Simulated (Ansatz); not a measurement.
Results of LDA (plane waves, PAW; Ansatz, a program for electronic structure) for zinc-blende BeTe.

Settings: plane-wave cutoff 520 eV, 10×10×10 k mesh, Fermi–Dirac smearing 0.01 eV, scalar-relativistic PAW data made under PBE.

Response to compression and expansion:

| V (Å³/atom) | P (GPa) | direct gap at Γ (eV) | smallest gap on the k mesh (eV) |
|---|---|---|---|
| 20.135 | 4.46 | 3.528 | 1.632 |
| 20.563 | 2.82 | 3.549 | 1.688 |
| 20.992 | 1.34 | 3.569 | 1.740 |
| 21.420 | 0.00 | 3.586 | 1.790 |
| 21.849 | -1.21 | 3.603 | 1.837 |
| 22.277 | -2.31 | 3.617 | 1.882 |
| 22.706 | -3.31 | 3.569 | 1.925 |

The fundamental gap (1.79 eV at the equilibrium volume, with added k points) lies elsewhere than Γ–Γ.

Spin–orbit coupling is not included; with these elements it can move the gap by several tenths of an eV or more.
